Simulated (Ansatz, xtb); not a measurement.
# Relaxing a trial structure of BFH2Si−

The starting geometry of this gas-phase doublet has its atoms placed at random.

```xyz
5

B     0.3520   -1.0158   -0.1551
F     1.7189    0.7804   -0.2550
Si   -0.3223    0.7602    0.3431
H     0.8876    0.7469    0.3975
H     0.9804   -0.1533    1.1073
```

One run relaxed it with r2SCAN-D4/def2-SVPD. What is a likely outcome?

It loosens into BHSi + FH, which stay close as a complex (formulas without charges). Contacts that open: Si3–H4 (1.21 → 2.47 Å). Contacts that close: B1–H5 (1.65 → 1.35 Å).

The energy falls by 6.46 eV over 12 steps:

| step | E − E(last) (eV) |
| --- | --- |
| 1 | 6.461 |
| 2 | 3.598 |
| 3 | 1.754 |
| 5 | 0.259 |
| 6 | 0.046 |
| 7 | 0.019 |
| 8 | 0.002 |
| 10 | 0.000 |
| 11 | 0.000 |
| 12 | 0.000 |

Final geometry (Å):

```json
{"atom": "B", "x (Å)": "0.3430", "y (Å)": "-0.8516", "z (Å)": "0.1082"}
{"atom": "F", "x (Å)": "2.2776", "y (Å)": "1.3690", "z (Å)": "-0.5625"}
{"atom": "Si", "x (Å)": "-0.7498", "y (Å)": "0.4869", "z (Å)": "0.6909"}
{"atom": "H", "x (Å)": "1.5134", "y (Å)": "0.8379", "z (Å)": "-0.2426"}
{"atom": "H", "x (Å)": "0.2324", "y (Å)": "-0.7237", "z (Å)": "1.4437"}
```

From the same start GFN2-xTB ends elsewhere, in pieces: BH2Si + F.

From so rough a start the end depends on the optimiser's path, so another program may land elsewhere. No frequencies were run, so the end isn't proven a minimum. Open shells are spin-unrestricted. Run with Ansatz 0.2.0, 69 s on 1 thread of Intel(R) Xeon(R) 6975P-C (Granite Rapids) (shared host).
